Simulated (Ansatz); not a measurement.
Two structures, one formula

Two relaxed structures of Si2NH5, singlet (PBE0-D4/def2-TZVP; forces vanish, vibrations not checked).

A:

N1  (-0.532, 1.478, 0.089)
Si2  (-0.330, -0.084, -0.528)
Si3  (0.458, -1.866, 0.544)
H4  (-1.316, -0.181, -1.641)
H5  (0.013, 1.837, 0.855)
H6  (-1.221, 2.130, -0.246)
H7  (1.000, -2.621, -0.636)
H8  (1.660, -1.323, 1.263)
(Å)

B:

N1  (-0.877, -0.308, -0.579)
Si2  (-0.153, 1.332, 0.343)
Si3  (0.572, -0.845, 0.437)
H4  (-0.809, -0.365, -1.585)
H5  (0.817, 1.477, -0.827)
H6  (-1.797, -0.601, -0.280)
H7  (1.499, -1.529, -0.505)
H8  (0.044, -1.871, 1.379)
(Å)

Computed with Ansatz 0.2.0 (basis: def2-TZVPP); correlated methods freeze the cores. B3LYP uses VWN-RPA correlation.

Problem. Which structure is lower at CCSD(T), and by how much? (To be estimated.)

Solution. Computed: B, by 8.0 kJ/mol (electronic energy, against the other). By their contacts, A is Si₂NH₅ ([NH2][SiH][SiH2]) and B is Si₂NH₅ ([NH2]1[SiH][SiH2]1).

Problem. Do the other methods give the same order? (Judge from chemistry; the calculation decides.)

Solution. Computed: Not all: B3LYP-D4 gives the other order.

```tsv
method	E(B) − E(A) (kJ/mol)
PBE-D4	-2.2
r2SCAN-D4	-0.5
PBE0-D4	-9.0
B3LYP-D4	0.4
wB97M-V	-19.9
HF	-9.4
MP2	-10.2
CCSD	-10.7
CCSD(T)	-8.0
```

The T1 diagnostic stays at or below 0.019. The restricted Hartree–Fock reference is unstable towards an unrestricted one at one or more of these structures.

Labels in which every atom is bracketed show which atoms are joined, not bond orders.

For scale, one of the runs: CCSD(T)/def2-TZVPP, 185 basis functions, launched by `ansatz run in.yaml --threads 2 --pin off --events-out ev --progress --plain --max-ram 4352MiB`. The run took 34 s on 2 CPU threads of an Arm Neoverse V1 (shared host), with 1.7 GiB of host memory at its peak.
